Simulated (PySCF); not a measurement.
# One shape, several levels: H2S2 (SMILES SS)

Wanted: a comparison of 3 runs (PBE/STO-3G, PBE0/STO-3G, UMP2/STO-3G) of H2S2. The job is set up through a Python script.

The calculation is run with PySCF 2.14.0.

## (1) The molecule

H2S2: 4 atoms, total charge 0, spin state singlet. As SMILES, `SS`. The S1–H3 distance was set to 2.963 Å, away from the relaxed value. At this shape a bond of the SMILES string is far longer than usual.

Bond lengths: S1–S2 2.046 Å, S2–H4 1.347 Å. Angles: S1–S2–H4 98.6°.

## (2) A single-point energy at PBE/STO-3G (run 1)

geometry.xyz

```xyz
4
H2S2
S      1.996370    -0.113148    -0.661545
S      1.272110     1.797622    -0.760875
H     -0.225420    -1.352590     0.856880
H      0.592600     1.696312    -1.919185
```

job.py

```python
from pyscf import gto, dft

mol = gto.M(
    atom='geometry.xyz',
    charge=0,
    verbose=3,
    max_memory=1860,
    basis='sto-3g',
)

ks = dft.RKS(mol)
ks.xc = 'pbe'
ks.conv_tol = 1e-10
ks.grids.level = 5
ks.kernel()
if not ks.converged:
    ks = ks.newton().run(ks.mo_coeff, ks.mo_occ)

etot = ks.e_tot
print('Final energy', etot)
```

The run is started by

```sh
OMP_NUM_THREADS=1 python job.py
```

Output:

```text
SCF not converged.
SCF energy = -788.176142629671
converged SCF energy = -788.176142634925
Final energy -788.1761426349251
```

Run time: 4.8 s. Hardware: 1 thread of Arm Neoverse V1, shared host; peak memory 0.22 GiB.

## (3) The energy at PBE0/STO-3G (run 2)

job.py

```python
from pyscf import gto, dft

mol = gto.M(
    atom='''
S    1.996370  -0.113148  -0.661545
S    1.272110   1.797622  -0.760875
H   -0.225420  -1.352590   0.856880
H    0.592600   1.696312  -1.919185
''',
    basis='sto-3g',
    spin=0,
    verbose=4,
    max_memory=1860,
)

ks = dft.RKS(mol, xc='pbe0')
ks.grids.level = 5
ks.conv_tol = 1e-10
ks.kernel()
if not ks.converged:
    ks = ks.newton().run(ks.mo_coeff, ks.mo_occ)

e_tot = ks.e_tot
print('E = %.10f Eh' % e_tot)
```

The run is started by

```sh
OMP_NUM_THREADS=1 python job.py
```

Output:

```text
PySCF version 2.14.0

[... 89 lines left out ...]
converged SCF energy = -788.256693492128
E = -788.2566934921 Eh
```

Run time: 3.9 s. Hardware: 1 thread of Arm Neoverse V1, shared host; peak memory 0.2 GiB.

## (4) A single-point energy at UMP2/STO-3G (run 3)

job.py

```python
from pyscf import gto, scf, mp

system = gto.M(
    atom=[
    ('S', (1.996370, -0.113148, -0.661545)),
    ('S', (1.272110, 1.797622, -0.760875)),
    ('H', (-0.225420, -1.352590, 0.856880)),
    ('H', (0.592600, 1.696312, -1.919185)),
],
    basis='sto-3g',
    charge=0,
    max_memory=1860,
    verbose=3,
    spin=0,
)

calc0 = scf.UHF(system)
calc0.conv_tol = 1e-10
calc0.kernel()
if not calc0.converged:
    calc0 = calc0.newton().run(calc0.mo_coeff, calc0.mo_occ)
for _ in range(3):
    mo, _, stable, _ = calc0.stability(return_status=True)
    if stable:
        break
    calc0.kernel(calc0.make_rdm1(mo, calc0.mo_occ))

pt = mp.MP2(calc0, frozen=10).run()
e_final = pt.e_tot
print('Final energy', e_final)
```

The run is started by

```sh
OMP_NUM_THREADS=1 python job.py
```

Output:

```text
converged SCF energy = -787.186207071127  <S^2> = 1.9941627e-08  2S+1 = 1
<class 'pyscf.scf.uhf.UHF'> wavefunction has an internal instability
converged SCF energy = -787.371582256253  <S^2> = 0.99557883  2S+1 = 2.2321101
<class 'pyscf.scf.uhf.UHF'> wavefunction is stable in the internal stability analysis
E(UMP2) = -787.408410145849  E_corr = -0.036827889595304
E(SCS-UMP2) = -787.413001600356  E_corr = -0.0414193441021735
Final energy -787.4084101458486
```

It took 0.9 s on 1 thread of Arm Neoverse V1, shared host; peak memory 0.12 GiB.

## (5) The series

```tsv
run	level	integration grid	frozen core orbitals	energy (Eh)	dipole moment (D) of the reference	HOMO energy (eV)	LUMO energy (eV)	wall time
1	PBE/STO-3G	5	–	-788.176143	2.09	-1.95	-1.32	4.8 s
2	PBE0/STO-3G	5	–	-788.256693	1.86	-3.04	-0.93	3.9 s
3	UMP2/STO-3G	–	10	-787.408410	0.79	-6.60	5.80	0.9 s
```

## (6) Outcome

```
                                           quantity          value
                                run 3: total energy  -787.40841 Eh
        run 3: dipole moment (Hartree–Fock density)         0.79 D
         run 3: HOMO energy (Hartree–Fock orbitals)       -6.60 eV
         run 3: LUMO energy (Hartree–Fock orbitals)        5.80 eV
       run 3: HOMO–LUMO gap (Hartree–Fock orbitals)       12.40 eV
run 3: correlation energy (10 core orbitals frozen)      -36.8 mEh
           run 3: ⟨S²⟩ of the reference determinant          0.996
```

What this shows: Totals of different functionals can't be ranked against each other. In runs 1, 2, 3 the basis is minimal, so the values are rough. In runs 1, 2 a closed-shell determinant meets a far-stretched bond, which it describes badly. Spin contamination of the reference: run 3 ⟨S²⟩ = 1.00. Where it is this large, the reference is a mixture of spin states, and values that rest on it are in doubt. All runs together took 9.6 s, the longest 4.8 s.
